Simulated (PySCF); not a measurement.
**One shape, several levels: C3H5FS (SMILES C[C@@H]1S[C@H]1F)**

We compute a comparison of 3 runs (B3LYP/STO-3G, B3LYP/def2-SVP, B3LYP/def2-TZVP) of C3H5FS. 

The results are computed with PySCF 2.14.0.

## (1) The molecule

The species is C3H5FS (10 atoms), meant as a singlet with charge 0. As SMILES, `C[C@@H]1S[C@H]1F`. The shape is that of a GFN2-xTB optimisation.

Bond lengths: C1–C2 1.503 Å, C2–S3 1.819 Å, C2–C4 1.480 Å, S3–C4 1.795 Å, C4–F5 1.352 Å, C1–H6 1.089 Å, C1–H7 1.087 Å, C1–H8 1.087 Å, C2–H9 1.086 Å, C4–H10 1.086 Å. Some angles: C1–C2–S3 118.4°, C1–C2–C4 120.5°, S3–C2–C4 65.0°, C2–S3–C4 48.3°, C2–C4–S3 66.7°, C2–C4–F5 118.5°, S3–C4–F5 117.7°, C1–C2–H9 115.4°, S3–C2–H9 112.6°, C4–C2–H9 115.4°.

## (2) A single-point energy at B3LYP/STO-3G (run 1)

File calc.py:

```python
from pyscf import gto, dft

system = gto.M(
    atom=[
    ('C', (0.175270, 1.182190, 0.477080)),
    ('C', (-0.395190, -0.196570, 0.298660)),
    ('S', (0.602010, -1.621210, 0.830730)),
    ('C', (0.080460, -1.070570, -0.796310)),
    ('F', (-0.824390, -1.827540, -1.456610)),
    ('H', (-0.337440, 1.879290, -0.184470)),
    ('H', (1.237380, 1.189550, 0.244510)),
    ('H', (0.041630, 1.515140, 1.503550)),
    ('H', (-1.444430, -0.302640, 0.557270)),
    ('H', (0.864710, -0.747630, -1.474410)),
],
    charge=0,
    basis='sto-3g',
    max_memory=1860,
    verbose=3,
)

myscf = dft.RKS(system, xc='b3lyp')
myscf.grids.level = 4
myscf.conv_tol = 1e-10
myscf.kernel()
if not myscf.converged:
    myscf = myscf.newton().run(myscf.mo_coeff, myscf.mo_occ)

e_final = myscf.e_tot
print('Final energy', e_final)
```

Started as:

```
$ OMP_NUM_THREADS=1 python calc.py
```

Log:

```text
converged SCF energy = -608.046490554205
Final energy -608.0464905542051
```

Wall time 6.9 s (1 thread of Arm Neoverse V1, shared host); peak memory 0.26 GiB.

## (3) The energy at B3LYP/def2-SVP (run 2)

File calc.py:

```python
from pyscf import gto, dft

mol = gto.M(
    atom='''
C      0.331212     2.234015     0.901551
C     -0.746801    -0.371463     0.564386
S      1.137634    -3.063643     1.569852
C      0.152047    -2.023084    -1.504808
F     -1.557871    -3.453550    -2.752594
H     -0.637669     3.551343    -0.348598
H      2.338309     2.247924     0.462057
H      0.078669     2.863200     2.841298
H     -2.729577    -0.571907     1.053088
H      1.634065    -1.412816    -2.786231
''',
    spin=0,
    unit='bohr',
    verbose=4,
    charge=0,
    max_memory=1860,
    basis='def2-svp',
)

myscf = dft.RKS(mol, xc='b3lyp')
myscf.conv_tol = 1e-10
myscf.grids.level = 4
myscf.kernel()
if not myscf.converged:
    myscf = myscf.newton().run(myscf.mo_coeff, myscf.mo_occ)

e_tot = myscf.e_tot
print('Final energy', e_tot)
```

Started as:

```
$ OMP_NUM_THREADS=1 python calc.py
```

Log:

```text
PySCF version 2.14.0

[... 80 lines left out ...]
converged SCF energy = -615.061040210475
Final energy -615.0610402104746
```

Run time: 20 s. Hardware: 1 thread of Arm Neoverse V1, shared host; peak memory 0.51 GiB.

## (4) The energy at B3LYP/def2-TZVP (run 3)

File calc.py:

```python
from pyscf import gto, dft

mol = gto.M(
    atom=[
    ('C', (0.175270, 1.182190, 0.477080)),
    ('C', (-0.395190, -0.196570, 0.298660)),
    ('S', (0.602010, -1.621210, 0.830730)),
    ('C', (0.080460, -1.070570, -0.796310)),
    ('F', (-0.824390, -1.827540, -1.456610)),
    ('H', (-0.337440, 1.879290, -0.184470)),
    ('H', (1.237380, 1.189550, 0.244510)),
    ('H', (0.041630, 1.515140, 1.503550)),
    ('H', (-1.444430, -0.302640, 0.557270)),
    ('H', (0.864710, -0.747630, -1.474410)),
],
    verbose=3,
    charge=0,
    basis='def2-tzvp',
    spin=0,
    max_memory=1860,
)

mf = dft.RKS(mol, xc='b3lyp')
mf.conv_tol = 1e-10
mf.grids.level = 4
mf.kernel()
if not mf.converged:
    mf = mf.newton().run(mf.mo_coeff, mf.mo_occ)

etot = mf.e_tot
print('E = %.10f Eh' % etot)
```

Started as:

```
$ OMP_NUM_THREADS=1 python calc.py
```

Log:

```text
converged SCF energy = -615.456721674942
E = -615.4567216749 Eh
```

Wall time 60 s (1 thread of Arm Neoverse V1, shared host); peak memory 1.7 GiB.

## (5) The series

| run | level | energy (Eh) | dipole moment (D) | HOMO energy (eV) | LUMO energy (eV) | wall time |
| --- | --- | --- | --- | --- | --- | --- |
| 1 | B3LYP/STO-3G | -608.046491 | 1.01 | -3.21 | 4.37 | 6.9 s |
| 2 | B3LYP/def2-SVP | -615.061040 | 2.17 | -6.55 | 0.28 | 20 s |
| 3 | B3LYP/def2-TZVP | -615.456722 | 2.28 | -6.74 | -0.24 | 60 s |

## (6) What came out

| quantity | value |
| --- | --- |
| run 3: total energy | -615.45672 Eh |
| run 3: dipole moment | 2.28 D |
| run 3: HOMO energy | -6.74 eV |
| run 3: LUMO energy | -0.24 eV |
| run 3: HOMO–LUMO gap | 6.50 eV |

**Reading.** The dipole moment (its size) runs from 1.01 D (B3LYP/STO-3G) to 2.28 D (B3LYP/def2-TZVP). The HOMO–LUMO gap runs from 6.50 eV (B3LYP/def2-TZVP) to 7.58 eV (B3LYP/STO-3G). In run 1 the basis is minimal, so the values are rough. All runs together took 87 s, the longest 60 s.
